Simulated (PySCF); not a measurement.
## Two-photon absorption: `C#C[N+](C)(C)C`, [C$_{5}$H$_{10}$N]+, charge +1

Geometry (Å), atoms numbered from 1 in this order:
```xyz
16

C     1.674    1.723    0.814
C     0.886    0.913    0.431
N    -0.036   -0.036   -0.018
C     0.166   -1.290    0.740
C     0.187   -0.270   -1.461
C    -1.402    0.484    0.210
H     2.368    2.437    1.152
H     0.020   -1.112    1.805
H    -0.545   -2.044    0.403
H     1.179   -1.661    0.587
H    -0.523   -1.009   -1.831
H     0.058    0.659   -2.016
H     1.200   -0.634   -1.629
H    -1.558    0.675    1.271
H    -1.543    1.418   -0.334
H    -2.137   -0.243   -0.134
```

Total charge +1.

The calculation used TDDFT CAM-B3LYP/aug-cc-pVDZ excited states, vertical, gas phase in PySCF 2.14.0. Geometry: GFN2-xTB.

Singlets 2 and 3, 4 and 5 lie within 0.01 eV of each other, so their separate moments and overlaps can depend on how they mix.

(1) Give the one- and two-photon strengths of the lowest singlets.

Answers

(1) δ for parallel linear polarisation; σ at the peak of a Lorentzian of half width 0.1 eV, single beam; Ω is circular over linear.
```csv
state,E (eV),f,photon λ (nm),δ (au),σ (GM),Ω,main
S1,6.93,0.000,358,<0.1,0.00,–,"HOMO→LUMO+2 0.27, HOMO−1→LUMO+1 0.27"
S2,7.21,0.001,344,0.33,0.01,1.50,"HOMO−1→LUMO+1 0.44, HOMO→LUMO+2 0.44"
S3,7.21,0.001,344,0.33,0.01,1.50,"HOMO−1→LUMO+2 0.44, HOMO→LUMO+1 0.44"
S4,8.19,0.036,303,0.24,0.01,1.50,"HOMO→LUMO 0.70, HOMO→LUMO+3 0.21"
S5,8.19,0.036,303,0.24,0.01,1.50,"HOMO−1→LUMO 0.70, HOMO−1→LUMO+3 0.21"
```
